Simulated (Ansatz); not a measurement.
HOP, SMILES `O=P`. Total charge 0; spin multiplicity 1.

```xyz
3

O    -0.809    0.431    0.781
P     0.357    0.468   -0.128
H     0.451   -0.899   -0.653
```

Problem. Give the diagnostics of a CCSD(T)/def2-TZVPP run (frozen core, the Gaussian-basis code of Ansatz). (Estimate.)

Solution. The calculation gave: T1 = 0.0202, largest single amplitude 0.047, largest double 0.095, (T) share of the correlation energy 4.5 %, 11 CCSD cycles. The RHF solution is unstable towards an unrestricted one. T1 lies over the customary mark of 0.02 for closed shells.
